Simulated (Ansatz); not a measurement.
# HGe–GeH, triplet in cc-pVTZ: errors against UCCSDT(Q)

Geometry: a PBE0/def2-TZVP stationary point for this spin, not checked as a minimum.

```xyz
4

Ge    0.0000   -0.0625    1.2017
Ge    0.0000    0.0625   -1.2017
H     0.0000    1.4524    1.6545
H     0.0000   -1.4524   -1.6545
```

Basis cc-pVTZ; Ansatz 0.2.0. Only valence electrons are correlated (noble-gas cores and the filled d shells of p-block atoms frozen), which leaves 10 electrons in 86 orbitals. R marks a restricted (for open shells ROHF) determinant, U an unrestricted one. Active spaces: valence = (10e, 10o) chosen from the atoms' valence shells. No spin–orbit coupling is included, and no scalar relativity.

Full CI isn't at hand for all of this; UCCSDT(Q) serves as the reference, and is uncertain by about the last step of the cluster series. The frozen core follows each run's orbitals, which can shift R against U totals by a few meV for light atoms and by up to 0.1 eV past Ca.

- UHF ⟨S²⟩: 2.051
- T1 diagnostic (RCCSD): 0.0253
- largest doubles amplitude (RCCSD): 0.115
- T1 diagnostic (UCCSD): 0.0248

```json
{"level": "UHF", "E − E(RHF) (eV)": "-0.2226"}
{"level": "UMP2", "E − E(RHF) (eV)": "-5.0826"}
{"level": "UCCSD", "E − E(RHF) (eV)": "-6.0478"}
{"level": "UCCSD(T)", "E − E(RHF) (eV)": "-6.3269"}
```

Q: Estimate how far UCCSDT(Q) in cc-pVTZ lies from UCCSD(T). The table doesn't fix it; the size of (T) and the diagnostics are the guide.

A: UCCSDT(Q) in cc-pVTZ lies 2.49 mEh below UCCSD(T), which is 24 % of the (T) step (-10.25 mEh). The diagnostics are small and the rest is a small part of (T), but (T) is large here. The miss exceeds 1 kcal/mol.

The other levels:

```tsv
level	E − E(UCCSDT(Q)) (mEh)	share of correlation (%)	wall time
UCCSDT	0.69	99.71	–
```

The correlation energy at UCCSDT(Q), counted from RHF, is -6.395 eV. That run took 18 s on 2 threads of AMD EPYC 7R13 with a shared H100 80 GB, shared host.

Run but not shown, since their state or frozen core can't be matched to the reference's or they repeat it: RHF, RMP2, RCCSD, RCCSD(T), BCCD(T), RCCSDT, RCCSDT(Q), CASSCF (valence space), NEVPT2 (valence space), MRCISD (valence space), MRCISD+Q (valence space).

Times hold each run's SCF and search for its determinant on a shared host, so for small cases they say little of a method's own cost.

Natural occupations of CASSCF (valence space) about the gap: 1.986 1.975 1.965 1.917 1.024 0.974 0.066 0.039 0.030 0.024; effectively unpaired electrons, Σ n²(2−n)², 2.06.

Atomization energy (electronic, same basis, no zero-point term; atoms at the same level, unrestricted beside the R rows where the molecule is a closed shell, but restricted open-shell past Ca, as are all atoms' steps beyond CCSDT(Q)) at UCCSDT(Q): 753.7 kJ/mol. Errors of other levels:

| level | error (kJ/mol) |
| --- | --- |
| UHF | -223.4 |
| UMP2 | -36.3 |
| UCCSD | -20.3 |
| UCCSD(T) | -3.6 |
| UCCSDT | -1.6 |

This basis is far from its limit, so the value isn't to be set against a measured one.
